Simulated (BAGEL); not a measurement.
# BH3O (SMILES BO) at HF/cc-pVTZ (density fitting with qzvpp-jkfit)

What is the vertical singlet–triplet gap of BH3O at HF/cc-pVTZ (density fitting with qzvpp-jkfit)? 

Program for the calculation: BAGEL 1.2.2.

## Step 1: The system as given

The species is BH3O (5 atoms), meant as a singlet with charge 0. As SMILES, `BO`. The coordinates come from a PBE0-D4/def2-TZVP relaxation.

Bond lengths: B1–O2 1.348 Å, B1–H3 1.196 Å, B1–H4 1.202 Å, O2–H5 0.961 Å. Angles: B1–O2–H5 113.5°, O2–B1–H3 116.8°, O2–B1–H4 120.7°, H3–B1–H4 122.5°.

## Step 2: The energy at HF/cc-pVTZ (density fitting with qzvpp-jkfit)

Input file input.json:

```json
{ "bagel" : [

{
  "title" : "molecule",
  "basis" : "cc-pvtz.json",
  "df_basis" : "qzvpp-jkfit",
  "angstrom" : "true",
  "geometry" : [
    { "atom" : "B", "xyz" : [      -0.226600,      -0.352800,       0.074700 ] },
    { "atom" : "O", "xyz" : [       0.413500,       0.801800,       0.345900 ] },
    { "atom" : "H", "xyz" : [      -0.820300,      -0.865500,       0.977800 ] },
    { "atom" : "H", "xyz" : [      -0.190600,      -0.828900,      -1.028100 ] },
    { "atom" : "H", "xyz" : [       0.874000,       1.171800,      -0.411700 ] }
  ]
},

{ "title" : "hf" },

{ "title" : "print", "file" : "orbitals.molden", "orbitals" : "true" }

]}
```

The basis set cc-pVTZ is read from a file made from the Basis Set Exchange's data (not shown).

Run with:

```console
$ BAGEL_NUM_THREADS=1 BAGEL input.json > input.out
```

The log of the run:

```text
* using 1 threads per process

  ===============================================================
  ===============================================================

  *** Geometry ***

  { "atom" : "B", "xyz" : [     -0.428212,     -0.666695,      0.141163 ] },
  { "atom" : "O", "xyz" : [      0.781402,      1.515182,      0.653656 ] },
  { "atom" : "H", "xyz" : [     -1.550142,     -1.635558,      1.847774 ] },
  { "atom" : "H", "xyz" : [     -0.360182,     -1.566394,     -1.942827 ] },
  { "atom" : "H", "xyz" : [      1.651621,      2.214381,     -0.778000 ] },

  Number of auxiliary basis functions:      206

  Since a DF basis is specified, we compute 2- and 3-index integrals:
    o Being stored without compression. Storage requirement is 0.017 GB

  Number of basis functions:      102
  Number of electrons      :       16

    * METHOD: MOLECULE                             0.11

  *** RHF ***

  === Nuclear Repulsion ===
    30.4046879546

      * DIIS with orbital gradients will be used.

  === RHF iteration (cc-pvtz.json) ===
      0       -101.20865166          0.02186316           0.02
      1       -101.30114873          0.01570523           0.02
      2       -101.36756385          0.00166828           0.02
      3       -101.36855762          0.00023630           0.02
      4       -101.36857754          0.00006514           0.02
      5       -101.36857944          0.00001318           0.02
      6       -101.36857957          0.00000327           0.02
      7       -101.36857957          0.00000108           0.02
      8       -101.36857958          0.00000029           0.02
      9       -101.36857958          0.00000009           0.02
     10       -101.36857958          0.00000002           0.02
     11       -101.36857958          0.00000000           0.02
    * SCF iteration converged.

    * Permanent dipole moment:
           (   -0.245634,    -0.124481,     0.555177) a.u.

    * METHOD: HF                                   0.35

    * METHOD: PRINT                                0.03

  ===============================================================
```

Run time: 0.66 s. Hardware: 1 thread of Arm Neoverse N1, shared host.

## Step 3: The triplet, same level

Input file input.json:

```json
{ "bagel": [

{
  "title": "molecule",
  "basis": "cc-pvtz.json",
  "df_basis": "qzvpp-jkfit",
  "angstrom": true,
  "geometry": [
    { "atom": "B", "xyz": [   -0.226600,   -0.352800,    0.074700 ] },
    { "atom": "O", "xyz": [    0.413500,    0.801800,    0.345900 ] },
    { "atom": "H", "xyz": [   -0.820300,   -0.865500,    0.977800 ] },
    { "atom": "H", "xyz": [   -0.190600,   -0.828900,   -1.028100 ] },
    { "atom": "H", "xyz": [    0.874000,    1.171800,   -0.411700 ] }
  ]
},
{
  "title": "uhf",
  "nopen": 2
},
{
  "title": "print",
  "file": "orbitals.molden",
  "orbitals": true
}

]}
```

The basis set cc-pVTZ is read from a file made from the Basis Set Exchange's data (not shown).

Run with:

```console
$ BAGEL_NUM_THREADS=1 BAGEL input.json > input.out
```

The log of the run:

```text
* using 1 threads per process

  ===============================================================
  ===============================================================

  *** Geometry ***

  { "atom" : "B", "xyz" : [     -0.428212,     -0.666695,      0.141163 ] },
  { "atom" : "O", "xyz" : [      0.781402,      1.515182,      0.653656 ] },
  { "atom" : "H", "xyz" : [     -1.550142,     -1.635558,      1.847774 ] },
  { "atom" : "H", "xyz" : [     -0.360182,     -1.566394,     -1.942827 ] },
  { "atom" : "H", "xyz" : [      1.651621,      2.214381,     -0.778000 ] },

  Number of auxiliary basis functions:      206

  Since a DF basis is specified, we compute 2- and 3-index integrals:
    o Being stored without compression. Storage requirement is 0.017 GB

  Number of basis functions:      102
  Number of electrons      :       16

    * METHOD: MOLECULE                             0.11

  *** Open-shell HF ***

  === Nuclear Repulsion ===
    30.4046879546

      * DIIS with orbital gradients will be used.

  === UHF iteration (cc-pvtz.json) ===
      0       -100.95612283          0.04434885           0.04
      1       -101.05071542          0.03304175           0.04
      2       -101.09186441          0.02197884           0.04
      3       -101.13105455          0.00125136           0.04
      4       -101.13152413          0.00046109           0.04
      5       -101.13160679          0.00025074           0.04
      6       -101.13165146          0.00012946           0.04
      7       -101.13166297          0.00007958           0.04
      8       -101.13166788          0.00005723           0.04
      9       -101.13167099          0.00004330           0.05
     10       -101.13167331          0.00003503           0.04
     11       -101.13167486          0.00002558           0.04
     12       -101.13167670          0.00001412           0.04
     13       -101.13167723          0.00000480           0.04
     14       -101.13167728          0.00000251           0.04
     15       -101.13167729          0.00000156           0.04
     16       -101.13167729          0.00000101           0.04
     17       -101.13167729          0.00000073           0.04
     18       -101.13167729          0.00000054           0.04
     19       -101.13167729          0.00000038           0.04
     20       -101.13167729          0.00000021           0.04
     21       -101.13167729          0.00000014           0.04
     22       -101.13167729          0.00000007           0.04
     23       -101.13167729          0.00000002           0.04
     24       -101.13167729          0.00000001           0.04
     25       -101.13167729          0.00000001           0.04
    * SCF iteration converged.

    * S^2 (UHF) is 2.0204

    * Permanent dipole moment:
           (   -0.165120,     0.042610,     0.633131) a.u.

    * METHOD: UHF                                  1.22

    * METHOD: PRINT                                0.03

  ===============================================================
```

Run time: 1.5 s. Hardware: 1 thread of Arm Neoverse N1, shared host.

## Step 4: Results

At HF/cc-pVTZ (density fitting with qzvpp-jkfit):

| quantity | value |
| --- | --- |
| singlet: total energy | -101.36858 Eh |
| singlet: dipole moment | 1.58 D |
| singlet: HOMO energy | -12.60 eV |
| singlet: LUMO energy | 3.05 eV |
| singlet: HOMO–LUMO gap | 15.65 eV |
| triplet: total energy | -101.13168 Eh |
| triplet: dipole moment | 1.67 D |
| triplet: ⟨S²⟩ | 2.020 |
| vertical energy of the triplet above the singlet | 6.446 eV |

What this shows: At this shape the triplet lies 6.45 eV (622 kJ/mol) above the singlet.
